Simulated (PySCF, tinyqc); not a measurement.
RKS/PBE0 in the sto-3g basis, for CH2, spin multiplicity 1, step by step (part 2 of 2). The lowest restricted solution is unstable here: a spin-polarised one lies 0.0401 hartree lower (PySCF). Computed by tinyqc, a small Python program that keeps every step (integrals from PySCF). Command: `OMP_NUM_THREADS=1 python tinyqc.py 20503 20504 out.jsonl` (the two numbers bound the seeds that draw the settings). One thread of a shared host (Intel(R) Xeon(R) Processor @ 2.60GHz), about 0.9 s of CPU time with the checks.

Geometry (angstrom):
```
atom       x        y       z
C     0.0000   0.0000  0.0000
H     0.0000   1.0310  0.5190
H     0.0000  -1.0310  0.5190
```

## Iteration 8 (converged): orbitals

converged F (hartree), lower triangle:
```
          1C 1s    1C 2s  1C 2px   1C 2py   1C 2pz    2H 1s    3H 1s
1C 1s   -9.9866
1C 2s   -2.7261  -1.2180
1C 2px   0.0000   0.0000  0.0111
1C 2py   0.0000   0.0000  0.0000  -0.1788
1C 2pz  -0.0208  -0.1071  0.0000   0.0000  -0.1043
2H 1s   -0.5987  -0.5211  0.0000  -0.2713  -0.1672  -0.3442
3H 1s   -0.5987  -0.5211  0.0000   0.2713  -0.1672  -0.1375  -0.3442
```

X, lower triangle:
```
          1C 1s    1C 2s  1C 2px   1C 2py   1C 2pz    2H 1s   3H 1s
1C 1s    1.0269
1C 2s   -0.1518   1.2525
1C 2px   0.0000   0.0000  1.0000
1C 2py   0.0000   0.0000  0.0000   1.1772
1C 2pz  -0.0096   0.0981  0.0000   0.0000   1.0421
2H 1s    0.0251  -0.3099  0.0000  -0.2828  -0.1336   1.2223
3H 1s    0.0251  -0.3099  0.0000   0.2828  -0.1336  -0.0316  1.2223
```

Diagonalise F' = X^T F X, C = X C', fill 4 alpha and 4 beta electrons from the bottom; D = 2 C_occ C_occ^T. Each column has its largest component positive (the first on a tie).

F' = X^T F X (hartree), lower triangle:
```
         1        2       3        4        5        6        7
1  -9.7632
2  -1.4707  -0.5068
3   0.0000   0.0000  0.0111
4   0.0000   0.0000  0.0000   0.0805
5  -0.0307   0.0119  0.0000   0.0000  -0.0420
6  -0.0783  -0.2963  0.0000  -0.3111  -0.1554  -0.0152
7  -0.0783  -0.2963  0.0000   0.3111  -0.1554  -0.0465  -0.0152
```

orbital energies (hartree): MO1 -9.9944, MO2 -0.6080, MO3 -0.3847, MO4 -0.1084, MO5 0.0111, MO6 0.3370, MO7 0.4965

coefficients C:
```
            MO1      MO2      MO3      MO4     MO5      MO6      MO7
1C 1s    0.9917  -0.2214   0.0000   0.1312  0.0000  -0.1708   0.0000
1C 2s    0.0355   0.6870   0.0000  -0.5811  0.0000   0.9913   0.0000
1C 2px   0.0000   0.0000   0.0000   0.0000  1.0000   0.0000   0.0000
1C 2py   0.0000   0.0000   0.5182   0.0000  0.0000   0.0000   1.1302
1C 2pz   0.0056   0.1855   0.0000   0.8133  0.0000   0.6600   0.0000
2H 1s   -0.0085   0.2677   0.4499   0.2158  0.0000  -0.8397  -0.8147
3H 1s   -0.0085   0.2677  -0.4499   0.2158  0.0000  -0.8397   0.8147
```

D after iteration 8, lower triangle:
```
          1C 1s    1C 2s  1C 2px   1C 2py  1C 2pz    2H 1s   3H 1s
1C 1s    2.0994
1C 2s   -0.3863   1.6218
1C 2px   0.0000   0.0000  0.0000
1C 2py   0.0000   0.0000  0.0000   0.5372
1C 2pz   0.1424  -0.6898  0.0000   0.0000  1.3917
2H 1s   -0.0789   0.1165  0.0000   0.4663  0.4503   0.6415
3H 1s   -0.0789   0.1165  0.0000  -0.4663  0.4503  -0.1681  0.6415
```

## Convergence

Stop when the energy changes by less than 1e-10 hartree and every element of the error matrix X^T (F D S - S D F) X is below 3e-06.

Course of the cycle:
```
iteration  E (hartree)     change  largest element of the error matrix
1           -36.937261          -                             6.41e-01
2           -38.284402  -1.35e+00                             3.47e-01
3           -38.546858  -2.62e-01                             3.42e-02
4           -38.549147  -2.29e-03                             5.47e-03
5           -38.549188  -4.06e-05                             1.10e-03
6           -38.549189  -1.65e-06                             1.05e-05
7           -38.549189  -2.01e-10                             1.23e-07
8           -38.549189   1.42e-14                             5.22e-09
```

PySCF RKS in the same basis, fine grid = -38.536319 hartree

Converged in 8 iterations. The coarse grid moves the energy by -1.29e-02 hartree.

## Populations, bond orders and dipole

overlap S, lower triangle:
```
         1C 1s   1C 2s  1C 2px   1C 2py  1C 2pz   2H 1s   3H 1s
1C 1s   1.0000
1C 2s   0.2484  1.0000
1C 2px  0.0000  0.0000  1.0000
1C 2py  0.0000  0.0000  0.0000   1.0000
1C 2pz  0.0000  0.0000  0.0000   0.0000  1.0000
2H 1s   0.0536  0.4544  0.0000   0.3969  0.1998  1.0000
3H 1s   0.0536  0.4544  0.0000  -0.3969  0.1998  0.1076  1.0000
```

Mulliken: Z minus the diagonal of D S on the atom; Loewdin: the same with S^(1/2) D S^(1/2); Mayer order: 2 sum_s sum (D(s) S)_ij (D(s) S)_ji over the two atoms.

Charges (e):
```
atom  Mulliken  Loewdin
1C     -0.1057  -0.0515
2H      0.0529   0.0257
3H      0.0529   0.0257
```

Mayer bond orders:
```
pair   order
2-1   0.9760
3-1   0.9760
3-2   0.0212
```

dipole moment about the origin, x y z (debye): 0.0000  0.0000  1.6037
